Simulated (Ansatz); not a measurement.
**Changing the shape of NaH, singlet**

Calculated in Ansatz's Gaussian-basis code. Basis cc-pV(T+d)Z on Na, cc-pVTZ on H, nonrelativistic, no frozen core; active space CAS(2,5). Restricted Hartree–Fock, then the lowest state-specific CASSCF solution met for each case. Single-reference values can break down or jump between states where bonds are stretched. Solutions in different active orbitals can move differences by tenths of an eV and at times more than 1 eV.

Case A: bond length 3.3966 Å. A bond is stretched, to 1.72 times the sum of the covalent radii.

Case B: bond length 1.6983 Å.

Energy less that of case A, in eV:

```csv
case,RHF/ROHF,CASSCF
B,-1.495,-1.201
```

(1) Give the SC-NEVPT2 energies against case A.

Results:

(1) B: -1.293 eV (-29.8 kcal/mol).
